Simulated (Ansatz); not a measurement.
**Nudged elastic band run: CH$_{7}$FSi**

The input (input.yaml):

```yaml
crystal:
  periodic: [false, false, false]
  atoms:
    - { symbol: Si, position_ang: [0.436014, -0.157275, -0.228574] }
    - { symbol: F, position_ang: [-0.038482, 0.211431, 1.274314] }
    - { symbol: H, position_ang: [1.884416, -0.437277, -0.17308] }
    - { symbol: H, position_ang: [0.18759, 1.030733, -1.068919] }
    - { symbol: C, position_ang: [-0.532054, -1.640958, -0.816422] }
    - { symbol: H, position_ang: [-0.352425, -2.503389, -0.170996] }
    - { symbol: H, position_ang: [-1.603952, -1.432666, -0.817336] }
    - { symbol: H, position_ang: [-0.237267, -1.911122, -1.833886] }
    - { symbol: H, position_ang: [-3.392139, 0.522945, 1.987599] }
    - { symbol: H, position_ang: [-2.645299, 0.497577, 1.983699] }
basis:
  gaussian: { orbitals: def2-SVP }
hamiltonian:
  xc: hf
neb:
  order_check: false
  images: 5
  f_tol: 0.05
  max_iterations: 60
  final_atoms:
    - { symbol: Si, position_ang: [-0.27902103, 0.25684285, -0.47547637] }
    - { symbol: F, position_ang: [-1.03274547, -0.93899964, 2.65146237] }
    - { symbol: H, position_ang: [0.99027213, 0.39056689, 0.27852754] }
    - { symbol: H, position_ang: [-0.15487649, 1.02169219, -1.74153636] }
    - { symbol: C, position_ang: [-0.69058764, -1.54855971, -0.80992723] }
    - { symbol: H, position_ang: [-0.81389163, -2.08440145, 0.13235172] }
    - { symbol: H, position_ang: [-1.61638923, -1.6390297, -1.38215924] }
    - { symbol: H, position_ang: [0.10738232, -2.03028073, -1.3789703] }
    - { symbol: H, position_ang: [-1.35747371, 0.89794865, 0.3267283] }
    - { symbol: H, position_ang: [-1.44626725, -0.14578034, 2.53539858] }
  initial_path:
    images:
      - { positions_ang: [[0.436014, -0.157275, -0.228574], [-0.038482, 0.211431, 1.274314], [1.884416, -0.437277, -0.17308], [0.18759, 1.030733, -1.068919], [-0.532054, -1.640958, -0.816422], [-0.352425, -2.503389, -0.170996], [-1.603952, -1.432666, -0.817336], [-0.237267, -1.911122, -1.833886], [-3.392139, 0.522945, 1.987599], [-2.645299, 0.497577, 1.983699]] }
      - { positions_ang: [[0.28924081, -0.10333078, -0.14244824], [-0.06701469, 0.15219681, 1.50483687], [1.72289537, -0.28890201, -0.23890777], [-0.0978437, 1.08154927, -0.88469354], [-0.6329189, -1.60639525, -0.75171328], [-0.69569337, -2.34895285, -0.04668966], [-1.58553516, -1.3757117, -1.02030662], [-0.18044277, -2.01648139, -1.56610396], [-2.8299415, 0.34864426, 1.48531563], [-2.21634409, 0.33738265, 1.79710955]] }
      - { positions_ang: [[0.14246762, -0.04938655, -0.05632247], [-0.09554737, 0.09296263, 1.73535974], [1.56137475, -0.14052702, -0.30473553], [-0.38327741, 1.13236553, -0.70046808], [-0.73378379, -1.5718325, -0.68700455], [-1.03896174, -2.1945167, 0.07761669], [-1.56711833, -1.31875741, -1.22327723], [-0.12361855, -2.12184079, -1.29832191], [-2.26774401, 0.17434352, 0.98303226], [-1.78738917, 0.17718829, 1.6105201]] }
      - { positions_ang: [[-0.00430557, 0.00455767, 0.02980329], [-0.12408006, 0.03372844, 1.96588261], [1.39985412, 0.00784796, -0.3705633], [-0.66871111, 1.1831818, -0.51624263], [-0.83464869, -1.53726975, -0.62229583], [-1.3822301, -2.04008055, 0.20192303], [-1.54870149, -1.26180311, -1.42624785], [-0.06679432, -2.22720018, -1.03053987], [-1.70554651, 4.278e-05, 0.48074889], [-1.35843426, 0.01699394, 1.42393065]] }
      - { positions_ang: [[-0.09587739, 0.08865273, -0.13862326], [-0.42696853, -0.29051425, 2.1944092], [1.26332679, 0.13542094, -0.15419969], [-0.49743291, 1.12935193, -0.92467387], [-0.78662834, -1.54103307, -0.68483963], [-1.19278395, -2.05485418, 0.17873259], [-1.57126407, -1.38754531, -1.41155165], [-0.00873544, -2.16156037, -1.14668334], [-1.58952224, 0.29934473, 0.42940869], [-1.38771192, -0.03726416, 1.79441996]] }
      - { positions_ang: [[-0.18744921, 0.17274779, -0.30704982], [-0.729857, -0.61475695, 2.42293578], [1.12679946, 0.26299391, 0.06216393], [-0.3261547, 1.07552206, -1.33310511], [-0.73860799, -1.54479639, -0.74738343], [-1.00333779, -2.06962782, 0.15554215], [-1.59382665, -1.5132875, -1.39685544], [0.04932344, -2.09592055, -1.26282682], [-1.47349798, 0.59864669, 0.3780685], [-1.41698959, -0.09152225, 2.16490927]] }
      - { positions_ang: [[-0.27902103, 0.25684285, -0.47547637], [-1.03274547, -0.93899964, 2.65146237], [0.99027213, 0.39056689, 0.27852754], [-0.15487649, 1.02169219, -1.74153636], [-0.69058764, -1.54855971, -0.80992723], [-0.81389163, -2.08440145, 0.13235172], [-1.61638923, -1.6390297, -1.38215924], [0.10738232, -2.03028073, -1.3789703], [-1.35747371, 0.89794865, 0.3267283], [-1.44626725, -0.14578034, 2.53539858]] }
```

Run as:

```bash
$ ansatz run input.yaml --threads 1 --pin off --max-ram 2048MiB --backend cpu --events-out ev --progress --plain --runs-dir out
```

Output, in part (warnings, iteration lines, the closing report on the highest movable image, with atoms numbered from 0):

```
NEB end point (image 0): max|allowed force component| = 9.621e-3 eV/Å (the criterion of neb.relax_end_points is 1.000e-2)
NEB end point (image 6): max|allowed force component| = 6.618e-3 eV/Å (the criterion of neb.relax_end_points is 1.000e-2)
NEB iter   1: max|band force component| = 4.969e0 eV/Å  barrier→ = 4.1335 eV  barrier← = 3.1651 eV  Δτ_max = 0.2000 Å  (216 SCF iters)
NEB iter   2: max|band force component| = 2.849e0 eV/Å  barrier→ = 2.9612 eV  barrier← = 1.9928 eV  Δτ_max = 0.2000 Å  (148 SCF iters)
NEB iter   3: max|band force component| = 2.758e0 eV/Å  barrier→ = 2.6460 eV  barrier← = 1.6776 eV  Δτ_max = 0.1982 Å  (146 SCF iters)
NEB iter   4: max|band force component| = 7.011e-1 eV/Å  barrier→ = 2.1693 eV  barrier← = 1.2009 eV  Δτ_max = 0.1994 Å  (151 SCF iters)
NEB iter   5: max|band force component| = 8.114e-1 eV/Å  barrier→ = 2.0533 eV  barrier← = 1.0849 eV  CI = image 4  Δτ_max = 0.1938 Å  (150 SCF iters)
NEB iter   6: max|band force component| = 2.125e0 eV/Å  barrier→ = 2.1592 eV  barrier← = 1.1908 eV  CI = image 4  Δτ_max = 0.1012 Å  (151 SCF iters)
NEB iter   7: max|band force component| = 2.441e0 eV/Å  barrier→ = 2.2277 eV  barrier← = 1.2594 eV  CI = image 4  Δτ_max = 0.1996 Å  (153 SCF iters)
NEB iter   8: max|band force component| = 2.562e0 eV/Å  barrier→ = 2.2909 eV  barrier← = 1.3225 eV  CI = image 4  Δτ_max = 0.2000 Å  (149 SCF iters)
NEB iter   9: max|band force component| = 2.427e0 eV/Å  barrier→ = 2.3247 eV  barrier← = 1.3563 eV  CI = image 4  Δτ_max = 0.1995 Å  (152 SCF iters)
NEB iter  10: max|band force component| = 2.625e0 eV/Å  barrier→ = 2.3766 eV  barrier← = 1.4082 eV  CI = image 4  Δτ_max = 0.2000 Å  (146 SCF iters)
NEB iter  11: max|band force component| = 2.229e0 eV/Å  barrier→ = 2.7560 eV  barrier← = 1.7876 eV  CI = image 4  Δτ_max = 0.1983 Å  (150 SCF iters)
NEB iter  12: max|band force component| = 1.891e0 eV/Å  barrier→ = 2.9282 eV  barrier← = 1.9598 eV  CI = image 4  Δτ_max = 0.2000 Å  (150 SCF iters)
NEB iter  13: max|band force component| = 1.896e0 eV/Å  barrier→ = 3.2962 eV  barrier← = 2.3278 eV  CI = image 4  Δτ_max = 0.0997 Å  (148 SCF iters)
NEB iter  14: max|band force component| = 5.399e-1 eV/Å  barrier→ = 3.2241 eV  barrier← = 2.2558 eV  CI = image 4  Δτ_max = 0.0613 Å  (151 SCF iters)
NEB iter  15: max|band force component| = 3.854e-1 eV/Å  barrier→ = 3.2084 eV  barrier← = 2.2401 eV  CI = image 4  Δτ_max = 0.0673 Å  (151 SCF iters)
NEB iter  16: max|band force component| = 3.054e-1 eV/Å  barrier→ = 3.1921 eV  barrier← = 2.2237 eV  CI = image 4  Δτ_max = 0.0528 Å  (148 SCF iters)
NEB iter  17: max|band force component| = 1.070e-1 eV/Å  barrier→ = 3.1919 eV  barrier← = 2.2235 eV  CI = image 4  Δτ_max = 0.0459 Å  (143 SCF iters)
NEB iter  18: max|band force component| = 9.180e-2 eV/Å  barrier→ = 3.1889 eV  barrier← = 2.2205 eV  CI = image 4  Δτ_max = 0.1033 Å  (145 SCF iters)
NEB iter  19: max|band force component| = 9.983e-2 eV/Å  barrier→ = 3.1845 eV  barrier← = 2.2161 eV  CI = image 4  Δτ_max = 0.1326 Å  (150 SCF iters)
NEB iter  20: max|band force component| = 8.390e-2 eV/Å  barrier→ = 3.1793 eV  barrier← = 2.2109 eV  CI = image 4  Δτ_max = 0.0664 Å  (146 SCF iters)
NEB iter  21: max|band force component| = 1.113e-1 eV/Å  barrier→ = 3.1739 eV  barrier← = 2.2055 eV  CI = image 4  Δτ_max = 0.0332 Å  (147 SCF iters)
NEB iter  22: max|band force component| = 1.055e-1 eV/Å  barrier→ = 3.1712 eV  barrier← = 2.2028 eV  CI = image 4  Δτ_max = 0.0332 Å  (152 SCF iters)
NEB iter  23: max|band force component| = 8.745e-2 eV/Å  barrier→ = 3.1687 eV  barrier← = 2.2003 eV  CI = image 4  Δτ_max = 0.0332 Å  (151 SCF iters)
NEB iter  24: max|band force component| = 7.706e-2 eV/Å  barrier→ = 3.1661 eV  barrier← = 2.1977 eV  CI = image 4  Δτ_max = 0.0332 Å  (153 SCF iters)
NEB iter  25: max|band force component| = 9.067e-2 eV/Å  barrier→ = 3.1637 eV  barrier← = 2.1953 eV  CI = image 4  Δτ_max = 0.0665 Å  (152 SCF iters)
NEB iter  26: max|band force component| = 1.224e-1 eV/Å  barrier→ = 3.1592 eV  barrier← = 2.1908 eV  CI = image 4  Δτ_max = 0.0665 Å  (145 SCF iters)
NEB iter  27: max|band force component| = 1.494e-1 eV/Å  barrier→ = 3.1552 eV  barrier← = 2.1868 eV  CI = image 4  Δτ_max = 0.0663 Å  (147 SCF iters)
NEB iter  28: max|band force component| = 1.728e-1 eV/Å  barrier→ = 3.1517 eV  barrier← = 2.1833 eV  CI = image 4  Δτ_max = 0.1320 Å  (147 SCF iters)
NEB iter  29: max|band force component| = 2.852e-1 eV/Å  barrier→ = 3.1653 eV  barrier← = 2.1969 eV  CI = image 4  Δτ_max = 0.0667 Å  (147 SCF iters)
NEB iter  30: max|band force component| = 2.526e-1 eV/Å  barrier→ = 3.1481 eV  barrier← = 2.1797 eV  CI = image 4  Δτ_max = 0.1324 Å  (147 SCF iters)
NEB iter  31: max|band force component| = 2.366e-1 eV/Å  barrier→ = 3.1454 eV  barrier← = 2.1770 eV  CI = image 4  Δτ_max = 0.1981 Å  (152 SCF iters)
NEB iter  32: max|band force component| = 1.942e-1 eV/Å  barrier→ = 3.1452 eV  barrier← = 2.1769 eV  CI = image 4  Δτ_max = 0.1513 Å  (144 SCF iters)
NEB iter  33: max|band force component| = 2.506e-1 eV/Å  barrier→ = 3.1450 eV  barrier← = 2.1766 eV  CI = image 4  Δτ_max = 0.0604 Å  (139 SCF iters)
NEB iter  34: max|band force component| = 1.910e-1 eV/Å  barrier→ = 3.1450 eV  barrier← = 2.1766 eV  CI = image 4  Δτ_max = 0.0413 Å  (128 SCF iters)
NEB iter  35: max|band force component| = 3.591e-2 eV/Å  barrier→ = 3.1449 eV  barrier← = 2.1765 eV  CI = image 4  Δτ_max = 0.0000 Å  (291 SCF iters)
Total energy: -11701.70499333 eV, -430.0297268043 hartree
Atom 0 at    -0.215350    -0.022881     0.017708 Å, force     0.005038     0.001388    -0.007242 eV/Å
Atom 1 at    -0.727640    -0.578174     1.833565 Å, force     0.002842    -0.009274     0.010558 eV/Å
Atom 2 at     1.154067     0.166138     0.518215 Å, force    -0.001031     0.000196     0.000051 eV/Å
Atom 3 at    -0.308134     0.944512    -1.116136 Å, force    -0.000881     0.000050    -0.000421 eV/Å
Atom 4 at    -0.757431    -1.667583    -0.684852 Å, force    -0.005361    -0.013711     0.004447 eV/Å
Atom 5 at    -0.515963    -2.489987    -0.012879 Å, force     0.001009     0.004644    -0.001154 eV/Å
Atom 6 at    -1.838875    -1.665297    -0.842818 Å, force     0.002167     0.003303    -0.001209 eV/Å
Atom 7 at    -0.284353    -1.834770    -1.654609 Å, force     0.001672     0.004079    -0.002770 eV/Å
Atom 8 at    -1.467706     0.963200     0.683604 Å, force    -0.000077     0.000324     0.000380 eV/Å
Atom 9 at    -1.332213     0.364843     1.394600 Å, force    -0.005378     0.008999    -0.002641 eV/Å
Dipole moment:    -0.095963     0.056160    -0.269171 e Å
```

The run converged. Neighbouring images differ by up to 2.2 eV, so the band resolves the path poorly. A vibrational analysis at the climbing image gives one clearly imaginary mode, 1561i cm⁻¹: a first-order saddle point. The orbitals stay closed-shell, which can raise the energy where a bond breaks towards radicals; this wasn't checked here.

Final band (atoms are numbered from 1 in the order of the input):

```tsv
image	path coordinate (Å)	energy (eV)	Si1–F2 (Å)	H9–H10 (Å)	Si1–H9 (Å)
0	0.00	0.00	1.62	0.75	4.48
1	1.05	0.01	1.62	0.75	4.00
2	2.10	0.08	1.62	0.75	3.25
3	3.15	0.90	1.64	0.74	2.45
4	4.21	3.14	1.97	0.94	1.73
5	5.33	1.13	2.88	1.69	1.50
6	6.45	0.97	3.43	2.44	1.49
```

Time of the run: 2.9 min on 1 thread of Arm Neoverse V1, on a shared host, peak memory 0.12 GiB.
